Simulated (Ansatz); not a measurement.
Molecule: C3H2N (charge -1, singlet). It need not be the lowest isomer of its formula. Whether it binds its extra electron was not tested at this geometry. 
Coordinates optimised at B3LYP-D3(BJ)/def2-TZVP (Ansatz, an electronic-structure program):
```xyz
6

C     -0.0870    -1.6373     0.0218
C      0.6526    -0.5162     0.0012
C      0.0148     0.7307    -0.0095
H     -1.1873    -1.6724     0.0313
H      0.3814    -2.6249     0.0306
N     -0.3824     1.8334    -0.0204
```
Charge -1, spin multiplicity 1.

Basis-set convergence of Hartree-Fock and MP2 correlation energies (hartree) with Ansatz. Cores are frozen in the correlated levels unless marked. No spin-orbit coupling. No relativistic terms.

The Hartree-Fock reference is unstable (checked in the largest basis), which strains HF and MP2. 

```json
[
 {"basis": "aug-cc-pVDZ", "functions": "110", "E(HF)": "-169.17358", "E(corr, MP2)": "-0.57107"},
 {"basis": "aug-cc-pVTZ", "functions": "230", "E(HF)": "(withheld)", "E(corr, MP2)": "(withheld)"}
]
```

What belongs in the gaps?


- aug-cc-pVTZ, E(HF): -169.21000
- aug-cc-pVTZ, E(corr, MP2): -0.67883
